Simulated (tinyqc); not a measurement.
Inside a calculation. Method: CIS on RHF in the sto-3g basis, frozen core, for HF, spin multiplicity 1. One step of it, computed by the program tinyqc.

Question. CIS matrix, triplets. A(ia,jb) = (e_a - e_i) d_ij d_ab - (ij|ab).

orbital energies (hartree): [-25.918043, -1.427124, -0.522135, -0.462150, -0.462150, 0.445264]

Two-electron integrals over orbitals (pq|rs), unique and non-zero (hartree); the lowest 1 orbital is frozen and left out:
```
(22|22) 0.864809    (32|22) -0.040247   (32|32) 0.145187    (33|22) 0.717164
(33|32) -0.025097   (33|33) 0.707364    (42|42) 0.186599    (43|42) -0.033697
(43|43) 0.039438    (44|22) 0.889041    (44|32) -0.072572   (44|33) 0.706278
(44|44) 0.997514    (52|52) 0.186599    (53|52) -0.033697   (53|53) 0.039438
(54|54) 0.053770    (55|22) 0.889041    (55|32) -0.072572   (55|33) 0.706278
(55|44) 0.889973    (55|55) 0.997514    (62|22) -0.102603   (62|32) -0.066572
(62|33) -0.026116   (62|44) -0.100755   (62|55) -0.100755   (62|62) 0.092621
(63|22) -0.211369   (63|32) 0.088596    (63|33) -0.104008   (63|44) -0.227961
(63|55) -0.227961   (63|62) 0.044828    (63|63) 0.211818    (64|42) -0.033792
(64|43) -0.019863   (64|64) 0.029959    (65|52) -0.033792   (65|53) -0.019863
(65|65) 0.029959    (66|22) 0.655081    (66|32) 0.055221    (66|33) 0.659623
(66|44) 0.635372    (66|55) 0.635372    (66|62) -0.059379   (66|63) -0.021714
(66|66) 0.691984
```

Give: CIS matrix A, triplet.

Answer.

CIS matrix A, triplet (hartree), order 2>6, 3>6, 4>6, 5>6:
```
[[1.2173, -0.0552, 0.0000, 0.0000],
 [-0.0552, 0.3078, 0.0000, 0.0000],
 [0.0000, 0.0000, 0.2720, 0.0000],
 [0.0000, 0.0000, 0.0000, 0.2720]]
```
